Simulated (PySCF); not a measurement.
Run record for `OC[C@H]1CO1` (glycidol): revPBE/def2-SVPD, full TDDFT, 3 singlets.

Method: TDDFT revPBE/def2-SVPD, vertical, gas phase, core orbitals frozen in the response (PySCF 2.14.0, density-fitted response routines). Geometry: GFN2-xTB. The input is one job of a driver script: a line of settings, then coordinates in Å.

Command:
```bash
OMP_NUM_THREADS=1 python probes_run.py task.json out
```

Input:
```
{"job": {"kind": "uv", "xc": "revPBE", "basis": "def2-SVPD", "nstates": 3, "ntriplets": 2, "tda": false}, "charge": 0, "multiplicity": 1}
O     -2.035765    -0.534226    -0.494784
C     -0.764468    -0.769608     0.053386
C      0.031188     0.511989     0.201826
C      1.492927     0.503884     0.268622
O      0.818198     0.910752    -0.885559
H     -1.923919    -0.096009    -1.347052
H     -0.195281    -1.479648    -0.563359
H     -0.938494    -1.211022     1.038515
H     -0.507579     1.319443     0.693079
H      2.022119    -0.439397     0.194844
H      2.006498     1.286513     0.814516
```

Q: Predict the output.

A: 
```
coarse grid: 9152 points
cycle   1  E = -267.8784327160  dE =  6.538e-01  |g| = 7.866e-01  |ddm| = 4.406e+00
cycle   2  E = -267.3965885561  dE =  4.818e-01  |g| = 1.742e+00  |ddm| = 3.176e+00
cycle   3  E = -267.9975745549  dE = -6.010e-01  |g| = 1.451e-01  |ddm| = 2.577e+00
cycle   4  E = -268.0009653026  dE = -3.391e-03  |g| = 8.336e-02  |ddm| = 2.794e-01
cycle   5  E = -268.0022970064  dE = -1.332e-03  |g| = 2.785e-02  |ddm| = 9.621e-02
cycle   6  E = -268.0024301728  dE = -1.332e-04  |g| = 9.208e-03  |ddm| = 4.132e-02
cycle   7  E = -268.0024481963  dE = -1.802e-05  |g| = 9.082e-04  |ddm| = 1.154e-02
cycle   8  E = -268.0024483915  dE = -1.951e-07  |g| = 2.165e-04  |ddm| = 2.403e-03
final grid: 88272 points
cycle   9  E = -268.0657938828  dE = -3.625e-06  |g| = 2.022e-02  |ddm| = 1.386e-01
cycle  10  E = -268.0655067818  dE =  2.871e-04  |g| = 4.380e-02  |ddm| = 5.700e-02
cycle  11  E = -268.0658691885  dE = -3.624e-04  |g| = 3.370e-03  |ddm| = 4.153e-02
cycle  12  E = -268.0658717690  dE = -2.581e-06  |g| = 6.249e-04  |ddm| = 4.100e-03
cycle  13  E = -268.0658718314  dE = -6.242e-08  |g| = 2.958e-04  |ddm| = 1.077e-03
cycle  14  E = -268.0658718487  dE = -1.729e-08  |g| = 3.328e-05  |ddm| = 3.160e-04
cycle  15  E = -268.0658718490  dE = -2.453e-10  |g| = 7.552e-06  |ddm| = 7.445e-05
converged SCF energy = -268.0658718490

Static polarisability (au): isotropic 46.129, principal 41.188 42.800 54.399

Singlet excitations
state   eV       nm        f      main configurations
  1   6.2480    198.4   0.00106   H->L 1.00
  2   6.4990    190.8   0.00414   H->L+1 1.00
  3   6.7675    183.2   0.02972   H-1->L 0.99

Triplet excitations (Tamm-Dancoff, eV): 6.0541 6.4190
```

The SCF starts on a coarse grid where the log names one; the energy can jump when the final grid takes over, and dE then counts from the start density on the new grid. H and L stand for HOMO and LUMO; the number after each pair is its weight.

Q: Give S1 in cm⁻¹ and kJ/mol.

A: 6.2480 eV × 8065.54 = 50394 cm⁻¹; × 96.485 = 602.8 kJ/mol.

Q: Which computed singlet has the largest oscillator strength, and what do all of them sum to?

A: State 3 at 6.77 eV (183 nm), f = 0.030; the 3 states sum to 0.035.

In short: SCF converged in 15 cycles with 154 basis and 525 fitting functions; HOMO -6.22 eV, LUMO -0.05 eV; lowest singlet 6.25 eV; lowest triplet 6.05 eV (Tamm–Dancoff); mean polarisability 46.1 au.

Q: How long does this job take on an Intel Xeon Platinum 8488C with one thread, shared host with 192 logical CPUs at a one-minute load of 76? And the peak memory of the process?

A: About 14 s, with 0.49 GiB resident at the peak, the Python interpreter and its libraries included.

Conformer computed: `[OH:1][CH2:2][C@H:3]1[CH2:4][O:5]1`: O1–C2–C3–C4 -157°, H–O1–C2–C3 57°.

One conformer stands for the species.
